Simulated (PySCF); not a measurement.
## Electric field gradients and quadrupole coupling constants

Compound: formic acid, CH₂O₂.
Numbering: `[O:1]=[CH:2][OH:3]` (hydrogens: H4 on C2; H5 on O3)

Field gradients from the PBE0/pcSseg-1 density (PySCF, non-relativistic), principal values in atomic units, ordered |Vxx| ≤ |Vyy| ≤ |Vzz|:

```json
{"atom": "O1", "Vxx": "0.5816", "Vyy": "1.0220", "Vzz": "-1.6036"}
{"atom": "O3", "Vxx": "-0.3806", "Vyy": "-1.1506", "Vzz": "1.5312"}
```

Question: Find the asymmetry η = (Vxx − Vyy)/Vzz and the couplings χ = eQV/h (234.96 MHz × Q in barn × V in au), with Q(17O) = −0.0256 b.

Answer: 
```json
{"atom": "O1", "environment": "acid carbonyl oxygen", "nucleus": "17O", "η": "0.27", "χzz (MHz)": "9.65", "χxx (MHz)": "-3.50", "χyy (MHz)": "-6.15"}
{"atom": "O3", "environment": "acid hydroxyl oxygen", "nucleus": "17O", "η": "0.50", "χzz (MHz)": "-9.21", "χxx (MHz)": "2.29", "χyy (MHz)": "6.92"}
```

The tensor is traceless: Vxx + Vyy + Vzz = 0.

Question: What is Vzz at O3 in SI units (1 au = 9.71736 × 10²¹ V/m²)?

Answer: 1.5312 au = 14.879 × 10²¹ V/m².

Question: What couplings would deuterons (Q(2H) = 0.00286 b) have in place of the hydrogens, at this geometry?

Answer: 
| atom | bonded to | bond length (Å) | Vzz (au) | η | χzz (kHz) |
| --- | --- | --- | --- | --- | --- |
| H4 | C2 | 1.110 | 0.2625 | 0.03 | 176 |
| H5 | O3 | 0.971 | 0.4285 | 0.10 | 288 |

Geometry: PBE0-D3(BJ)/def2-SVP, one conformer, isolated molecule. A larger basis could move these couplings by a tenth or more.

Shape of the structure used: `[O:1]=[CH:2][OH:3]`: H–O3–C2–O1 0°.
